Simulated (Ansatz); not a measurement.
A nudged elastic band was laid between two geometries of AlH3 + H3P (8 atoms, charge 0, multiplicity 1).

The calculation used Ansatz, RKS r2SCAN-D4/def2-SVP.

```json
{
  "movable images": "5",
  "climbing image": "yes",
  "spring": "5.0 eV/Å²",
  "optimiser": "quadratic models (default)",
  "start path": "through a guess of the saddle point",
  "force threshold": "0.03 eV/Å",
  "iteration limit": "60",
  "end points": "relaxed"
}
```

Image 0:

```xyz
8
Properties=species:S:1:pos:R:3
Al -0.003 0.056 0.136
H 0.131 0.743 1.568
H 1.301 -0.191 -0.742
H -1.446 -0.146 -0.504
P 0.110 -2.982 1.157
H -0.370 -2.773 -0.172
H 1.454 -2.630 0.831
H -0.230 -1.656 1.612
```

Image 6:

```xyz
8
Properties=species:S:1:pos:R:3
Al 0.094 -0.681 -0.042
H -0.187 0.589 1.756
H 1.402 0.195 -0.264
H -1.325 -0.179 -0.553
P 0.273 -2.837 0.869
H -0.564 -3.421 -0.132
H 1.491 -3.134 0.183
H -0.235 -0.109 2.070
```

Q: Which bonds break or form, and what moves?

A: Bonds broken: Al1–H2, P5–H8. Bonds formed: Al1–P5, H2–H8. AlH3 + H3P becomes AlH4P + H2.

Q: What energy profile does the band end with?

A: The run converged. The highest image is number 3 of 0 to 6, 64.1 kJ/mol above the first end and 90.1 kJ/mol above the last; the last end lies 26.0 kJ/mol below the first. A vibrational analysis at the climbing image gives one clearly imaginary mode, 1021i cm⁻¹: a first-order saddle point. The orbitals stay closed-shell, which can raise the energy where a bond breaks towards radicals; this wasn't checked here.

```json
{"image": "0", "path coordinate (Å)": "0.00", "energy (kJ/mol)": "0.0", "Al1–H2 (Å)": "1.59", "P5–H8 (Å)": "1.44", "Al1–P5 (Å)": "3.21"}
{"image": "1", "path coordinate (Å)": "0.47", "energy (kJ/mol)": "1.0", "Al1–H2 (Å)": "1.59", "P5–H8 (Å)": "1.45", "Al1–P5 (Å)": "3.15"}
{"image": "2", "path coordinate (Å)": "0.95", "energy (kJ/mol)": "22.7", "Al1–H2 (Å)": "1.61", "P5–H8 (Å)": "1.51", "Al1–P5 (Å)": "2.89"}
{"image": "3", "path coordinate (Å)": "1.42", "energy (kJ/mol)": "64.1", "Al1–H2 (Å)": "1.71", "P5–H8 (Å)": "1.78", "Al1–P5 (Å)": "2.63"}
{"image": "4", "path coordinate (Å)": "1.99", "energy (kJ/mol)": "8.4", "Al1–H2 (Å)": "1.95", "P5–H8 (Å)": "2.23", "Al1–P5 (Å)": "2.40"}
{"image": "5", "path coordinate (Å)": "2.57", "energy (kJ/mol)": "-22.5", "Al1–H2 (Å)": "2.15", "P5–H8 (Å)": "2.71", "Al1–P5 (Å)": "2.35"}
{"image": "6", "path coordinate (Å)": "3.14", "energy (kJ/mol)": "-26.0", "Al1–H2 (Å)": "2.22", "P5–H8 (Å)": "3.02", "Al1–P5 (Å)": "2.35"}
```

Q: What is the geometry of the highest image?

A: 
```xyz
8
Properties=species:S:1:pos:R:3:forces:R:3
Al 0.014 -0.308 0.025 0.00 -0.01 0.02
H -0.047 0.155 1.666 0.00 -0.03 -0.01
H 1.430 0.037 -0.583 0.00 0.00 0.00
H -1.439 -0.169 -0.577 0.00 0.00 -0.01
P 0.116 -2.675 1.170 0.02 0.01 -0.02
H -0.545 -2.938 -0.069 0.00 0.00 0.02
H 1.434 -2.717 0.623 -0.01 0.00 0.00
H -0.015 -0.963 1.632 0.00 0.03 -0.02
```

Q: What are the harmonic wavenumbers there?

A: 1021i, 108, 298, 406, 492, 560, 661, 682, 714, 1031, 1072, 1205, 1570, 1745, 1953, 1976, 2394, 2420 cm⁻¹.

The band took 8 iterations and roughly 2.2 core-minutes.

Time of the run: 2.2 min on 1 thread of Arm Neoverse V1, on a shared host, peak memory 0.12 GiB.
